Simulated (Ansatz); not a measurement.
Energy needed to pull apart C2H3O (SMILES [CH2]C=O), doublet, into free ground-state atoms, from the structure below (displaced at random from its PBE0-D4/def2-TZVP minimum); no zero-point or spin–orbit terms; open-shell atoms are treated unrestricted, in their ground-state multiplicity.

```xyz
6
angstrom
C -0.4287 0.1651 -0.3597
C 0.4116 -0.2273 0.4379
O 0.2873 -1.1223 1.3020
H -1.4353 -0.1780 -0.2798
H -0.1457 0.9755 -1.2708
H 1.5083 0.0788 0.3849
```

Ansatz 0.2.0; basis: def2-TZVPP; cores frozen in the correlated methods; orbitals are unrestricted.

```tsv
method	atomization energy (kcal/mol)
PBE-D4	565.5
r2SCAN-D4	549.0
PBE0-D4	?
wB97M-V	543.6
HF	?
MP2	527.1
CCSD	513.9
CCSD(T)	523.0
```

(1) What does HF give? (Judge from chemistry; the value comes from the calculation.)

(2) What does PBE0-D4 give? (Judge from chemistry; the value comes from the calculation.)

The T1 diagnostic stays at or below 0.030. ⟨S²⟩ of the unrestricted Hartree–Fock references: 0.89 (a pure state has 0.75). The unrestricted reference is spin-contaminated, which hurts MP2 most.

Results:

(1) Computed: 382.3 kcal/mol, which is about 140.8 kcal/mol less than CCSD(T)/def2-TZVPP.

(2) Computed: 548.4 kcal/mol, which is about 25.4 kcal/mol more than CCSD(T)/def2-TZVPP.

In triple zeta the MP2 and coupled-cluster atomization energies are still short of their basis limit by a few kcal/mol a bond, whereas those of the functionals are nearly converged, so these differences are not deviations from converged CCSD(T).

For scale, one of the runs: CCSD(T)/def2-TZVPP forces, 135 basis functions (an equivalent command: `ansatz run in.yaml --threads 2`). Time: 120 s of wall clock on 2 CPU threads; the host was shared. Peak host memory: 3 GiB.
